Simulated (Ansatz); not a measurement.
# NH3Cl (doublet): from Hartree-Fock to the top rungs at distance N1–H4 along a hydrogen transfer = 1.277 Å, cc-pVDZ

An exercise on one series of results from a longer session: the logs are not shown, and one member is left open.

The runs use Ansatz 0.2.0, Gaussian basis; cc-pVDZ, core rule «outside noble gas», up to 6 orbitals frozen.

Plan: UHF; CCSD(T) on ROHF; CCSD(T) on UHF; BCCD(T) on ROHF; CISD; CCSDT(Q) on ROHF; CCSDT(Q) on UHF; CASSCF and MRCISD+Q, 3 electrons in 3 orbitals; CASSCF and NEVPT2, 3 electrons in 3 orbitals; CASSCF and NEVPT2, 15 electrons in 11 orbitals.

5 further runs of the same task are left out: 5 that didn't finish.

### What is computed

The geometry derives from fragments relaxed apart (PBE0/def2-TZVP) and kept rigid, so it is no stationary point. A hydrogen atom is moved between rigid fragments.

5 atoms, charge 0, spin multiplicity 2.

Atoms are counted from 1 here; the program's logs count them from 0.

Bond lengths: N1–H2 1.012 Å, N1–H3 1.012 Å, N1–H4 1.277 Å, H4–Cl5 1.394 Å. Angles: H2–N1–H3 107.1°, H2–N1–H4 107.1°, H3–N1–H4 107.1°, N1–H4–Cl5 180.0°.

The first run:

in.yaml

```yaml
crystal:
  periodic: [false, false, false]
  atoms:
    - {symbol: N, position_ang: [-1.817386, -0.010862, -0.016905]}
    - {symbol: H, position_ang: [-2.114666, 0.956972, -0.016905]}
    - {symbol: H, position_ang: [-2.114665, -0.413161, 0.863355]}
    - {symbol: H, position_ang: [-0.540386, -0.010861, -0.016905]}
    - {symbol: Cl, position_ang: [0.853614, -0.010861, -0.016905]}
basis:
  gaussian: {orbitals: cc-pVDZ}
magnetization: {spin_polarized: true, initial_magnetization: 1}
hamiltonian: {xc: hf}
output: {orbitals: {seedname: orbitals}}
```

Launch:

```bash
> ansatz run in.yaml --threads 1 --pin off --events-out ev --progress --plain --max-ram 2393MiB
```

Among the steps run: UHF; CCSD(T) on ROHF; CCSD(T) on UHF; BCCD(T) on ROHF; CISD; CCSDT(Q) on ROHF; CCSDT(Q) on UHF; CASSCF and MRCISD+Q, 3 electrons in 3 orbitals; CASSCF and NEVPT2, 3 electrons in 3 orbitals; CASSCF and NEVPT2, 15 electrons in 11 orbitals.

One of the session's tables, all rows but one given; the rest of the session is left out.

It belongs to the step «Misses and costs». 

| method | from UCCSDT(Q) (meV) |
| --- | --- |
| ROHF | ? |
| UHF | +9438.2 |
| RMP2 | +1149.8 |
| UMP2 | +1131.4 |
| CISD | +1078.7 |
| RCCSD | +238.6 |
| UCCSD | +233.0 |
| RCCSD(T) | +40.8 |
| UCCSD(T) | +38.7 |
| BCCD(T) | +36.4 |
| RCCSDT | +18.3 |
| UCCSDT | +17.5 |
| RCCSDT(Q) | +1.0 |
| UCCSDT(Q) | 0 |
| CASSCF valence | +7539.2 |
| NEVPT2 valence | +1545.2 |

Q: Estimate the row for ROHF from the others.

As computed: from UCCSDT(Q) (meV): +9591.2. In the column «from UCCSDT(Q) (meV)» it is the highest.

Left out of the table: CASSCF pair, NEVPT2 pair, MRCISD pair, MRCISD+Q pair (the active space lost an orbital or holds another state than full CI finds).

Limits of these values: Restricted and unrestricted rows rest on different reference determinants; where their highest levels disagree by more than a few hundredths of an eV, they describe different states and don't form one ladder. Warnings in the runs' records: passed over end.
